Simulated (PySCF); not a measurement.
Atomic charges by several schemes

Compound: 3-butenal, C4H6O.
SMILES with atom numbers: `[CH2:1]=[CH:2][CH2:3][CH:4]=[O:5]` (hydrogens: H6, H7 on C1; H8 on C2; H9, H10 on C3; H11 on C4)

Geometry (GFN2-xTB, Å), atoms numbered from 1 in this order:
```
atom  x, y, z in Å
C1    -1.7031    0.4527    0.2424
C2    -0.6290   -0.2527    0.5426
C3     0.4557   -0.5978   -0.4348
C4     1.6519    0.2843   -0.1850
O5     2.7549   -0.0977    0.0790
H6    -1.8868    0.8147   -0.7562
H7    -2.4505    0.6892    0.9800
H8    -0.4649   -0.6037    1.5521
H9     0.1104   -0.4072   -1.4536
H10    0.7514   -1.6436   -0.3351
H11    1.4154    1.3643   -0.2574
```

Density: PBE0/pcSseg-1 (PySCF); schemes: Mulliken, IAO, Hirshfeld and ESP-fitted. One conformer (not necessarily the lowest) at the GFN2-xTB geometry, without solvent, vibrations or thermal averaging.

Q: Give the atomic charges in each scheme.

A: In e:

| atom | environment | Mulliken | IAO | Hirshfeld | ESP-fitted |
| --- | --- | --- | --- | --- | --- |
| C1 | terminal =CH2 carbon | -0.138 | -0.314 | -0.097 | -0.522 |
| C2 | alkene CH carbon | -0.264 | -0.133 | -0.034 | -0.096 |
| C3 | sp3 carbon next to a carbonyl | -0.209 | -0.323 | -0.076 | -0.077 |
| C4 | aldehyde carbon | +0.232 | +0.275 | +0.138 | +0.425 |
| O5 | aldehyde oxygen | -0.340 | -0.378 | -0.224 | -0.444 |
| H6 | vinylic hydrogen | +0.113 | +0.146 | +0.047 | +0.219 |
| H7 | vinylic hydrogen | +0.124 | +0.157 | +0.051 | +0.207 |
| H8 | vinylic hydrogen | +0.119 | +0.151 | +0.050 | +0.147 |
| H9 | methylene hydrogen | +0.143 | +0.159 | +0.057 | +0.073 |
| H10 | methylene hydrogen | +0.144 | +0.164 | +0.052 | +0.067 |
| H11 | formyl hydrogen | +0.075 | +0.096 | +0.036 | 0.000 |

Mean size of the charges over all atoms: IAO 0.209 e, ESP-fitted 0.207 e, Mulliken 0.173 e, Hirshfeld 0.078 e. Each set sums to the total charge, 0, to within 0.001 e. The Mulliken scheme gives each basis function's population to the atom it is centred on and halves the overlap population of two atoms between them.

Lowest charge. The schemes don't all agree: Mulliken O5 (-0.340); IAO O5 (-0.378); Hirshfeld O5 (-0.224); ESP-fitted C1 (-0.522).

Highest charge. All schemes agree: Mulliken C4 (+0.232); IAO C4 (+0.275); Hirshfeld C4 (+0.138); ESP-fitted C4 (+0.425).

Q: How many electrons does the IAO scheme count on C3?

A: Z − q = 6 − (-0.323) = 6.323.

Q: Sum the charges by element, for elements with more than one atom.

A: 
```
element  atoms  Mulliken     IAO  Hirshfeld  ESP-fitted
      C      4    -0.379  -0.495     -0.069      -0.270
      H      6    +0.718  +0.873     +0.293      +0.714
```
